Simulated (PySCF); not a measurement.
An unknown is described by computed data only.

Formula: C5H3N.

| Property | Result |
| --- | --- |
| NMR, other nuclei | isotropic shieldings of nuclei other than C and H, by class: -64 (1 N) ppm [GIAO PBE0/pcSseg-1] |
| 1H NMR | chemical shifts (computed TMS as zero) by class: 6.60 (1 H), 5.96 (1 H), 3.54 (1 H) ppm [GIAO PBE0/pcSseg-1] |
| Dipole | 4.11 D [PBE0/pcSseg-1] |
| Couplings | largest of the computed one-bond spin–spin couplings (means over like bonds): 13C–1H +271.4, 13C–13C +214.4, 13C–1H +180.7, 13C–1H +175.5, 13C–13C +101.4, 13C–13C +95.7, 13C–13C +87.6, 15N–13C -22.8 Hz [B3LYP/pcJ-1] |
| 13C NMR | chemical shifts (computed TMS as zero) by class: 138.8 (1 C), 122.3 (1 C), 120.3 (1 C), 103.0 (1 C), 85.1 (1 C) ppm [GIAO PBE0/pcSseg-1] |
| Rotational structure | rotational constants A, B, C: 46.316, 1.502, 1.455 GHz [GFN2-xTB] |

Electronic properties: PySCF, gas phase, density fitting. Levels stand in brackets. Isolated species at its GFN2-xTB geometry, gas phase. Each NMR value is the plain mean over a class of atoms that symmetry, rotation or inversion makes alike.

Task: Give a SMILES that accounts for the data.

Result: Numbering: `[CH:1]#[C:2]/[CH:3]=[CH:4]/[C:5]#[N:6]`. Its formula, C5H3N, gives 5 degrees of unsaturation: 0 rings and 5 π bonds in the structure found. 5 carbons fall into 5 classes; from least to most shielded: alkene CH carbon [C3] (138.8 ppm), nitrile carbon [C5] (122.3 ppm), alkene CH carbon [C4] (120.3 ppm), terminal alkyne carbon [C1] (103.0 ppm), alkyne carbon [C2] (85.1 ppm). Hydrogen classes from least to most shielded: 1 H on an alkene CH carbon, C3 (6.60 ppm), 1 H on an alkene CH carbon, C4 (5.96 ppm), 1 H on a terminal alkyne carbon, C1 (3.54 ppm). The other shieldings belong to: -64 ppm, nitrile nitrogen [N6]. The couplings run between: +271.4 Hz, terminal alkyne carbon [C1] and its hydrogen; +214.4 Hz, terminal alkyne carbon [C1] and alkyne carbon [C2]; +180.7 Hz, alkene CH carbon [C4] and its hydrogen; +175.5 Hz, alkene CH carbon [C3] and its hydrogen; +101.4 Hz, alkyne carbon [C2] and alkene CH carbon [C3]; +95.7 Hz, alkene CH carbon [C4] and nitrile carbon [C5]; +87.6 Hz, alkene CH carbon [C3] and alkene CH carbon [C4]; -22.8 Hz, nitrile nitrogen [N6] and nitrile carbon [C5]. The optimised geometry has point group Cs and is an asymmetric top. Structure: t-cyanovinylacetylene (`C#C/C=C/C#N`). Computed isomers that give other values at the same levels: `C=CC#CC#N` (rotational constant A: 39.395 GHz; this holds for the one conformer computed); `C#C/C=C\C#N` (rotational constant A: 7.227 GHz; this holds for the one conformer computed). The assignments are read from this structure; whether some other isomer fits the data as well wasn't checked.
